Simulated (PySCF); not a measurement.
C5H5P.
Atom-mapped SMILES: `[cH:1]1[cH:2][cH:3][p:4][cH:5][cH:6]1` (hydrogens: H7 on C1; H8 on C2; H9 on C3; H10 on C5; H11 on C6)

Theory: PBE/6-31+G* geometry optimisation, gas phase (PySCF 2.14.0).

**Question.** List the bond lengths and angles at this level.

**Answer.** 
| bond | length (pm) | order |
| --- | --- | --- |
| C1–C2, C1–C6 | 140.6 | aromatic |
| C2–C3, C5–C6 | 140.1 | aromatic |
| C3–P4, P4–C5 | 175.6 | aromatic |
| C1–H7 | 109.6 | single |
| C2–H8, C6–H11 | 109.8 | single |
| C3–H9, C5–H10 | 109.8 | single |

Bonds in one row agree within 1 pm and their mean is given. Orders are formal, as drawn. A selection of angles:
| angle | degrees |
| --- | --- |
| C2–C1–C6 | 122.7 |
| C2–C1–H7 | 118.6 |
| C1–C2–C3 | 123.2 |
| C1–C2–H8 | 118.2 |
| C3–C2–H8 | 118.7 |
| C2–C3–P4 | 125.5 |
| C2–C3–H9 | 118.0 |
| P4–C3–H9 | 116.5 |
| C3–P4–C5 | 99.9 |

The 6-membered ring C1–C2–C3–P4–C5–C6 has internal angles of 99.9° to 125.5° (sum 720°, against 720° for a flat polygon); it is planar, 0.00 Å rms from its mean plane, widest ring torsion 0°. The 6 heavy atoms lie in one plane (0.000 Å rms).

Point group: C2v (every atom within 0.08 Å of its image). No frequency check.
